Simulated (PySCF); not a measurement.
**S: ionisation energy**

S [Ne] 3s2 3p4 (3P) → S⁺ [Ne] 3s2 3p3 (4S), as a difference of total energies. Calculation: PySCF 2.14, in x2c-SVPall; the spin-free X2C one-electron Hamiltonian (Gaussian nucleus). Correlated levels: valence: [Ne] frozen. The calculations carry no spin-orbit coupling.

| method | ionisation energy (eV) | error (eV) |
| --- | --- | --- |
| UHF | 9.173 | -1.163 |
| LDA | 10.420 | +0.084 |
| r2SCAN | 10.323 | -0.013 |
| MP2 (valence) | 9.549 | -0.787 |
| SCS-MP2 (valence) | 9.589 | -0.747 |
| CCSD (valence) | 9.549 | -0.787 |
| CCSD(T) (valence) | 9.553 | -0.783 |

Reference: 10.336 eV (measured; NIST levels, between the centres of gravity of the two terms).

Errors of the correlated levels include the incompleteness of this basis and the frozen core.
